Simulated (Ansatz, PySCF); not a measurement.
System (SMILES): C(F)=C.
Geometry (B3LYP-D3(BJ)/def2-TZVP, fixed):
```
C
C 1 1.3174
F 1 1.3475 2 122.16
H 2 1.0798 1 119.40 3 180.00
H 2 1.0810 4 119.01 1 180.00
H 1 1.0823 2 126.09 4 0.00
```
Charge 0, spin multiplicity 1.

Near-linear dependence at PBE0/aug-cc-pVDZ with PySCF (spherical functions, density fitting): canonical orthogonalisation drops combinations whose overlap eigenvalue lies under the threshold. The set has 96 functions.

| threshold | orbitals kept | energy minus last row (mEh) |
|---|---|---|
| 1e-3 | (withheld) | (withheld) |
| 1e-4 | (withheld) | (withheld) |
| 1e-5 | (withheld) | (withheld) |
| 1e-6 | 96 | 0.000 |
| 1e-7 | 96 | 0.000 |
| 1e-9 | 96 | 0.000 |

### Question
Fill in the missing entries.

### Answer

- 1e-3, orbitals kept: 91
- 1e-3, energy minus last row (mEh): 1.020
- 1e-4, orbitals kept: 95
- 1e-4, energy minus last row (mEh): 0.149
- 1e-5, orbitals kept: 96
- 1e-5, energy minus last row (mEh): 0.000

The smallest overlap eigenvalue is 8.3e-05. Ansatz (a first-principles code) at its default drops 0 functions.
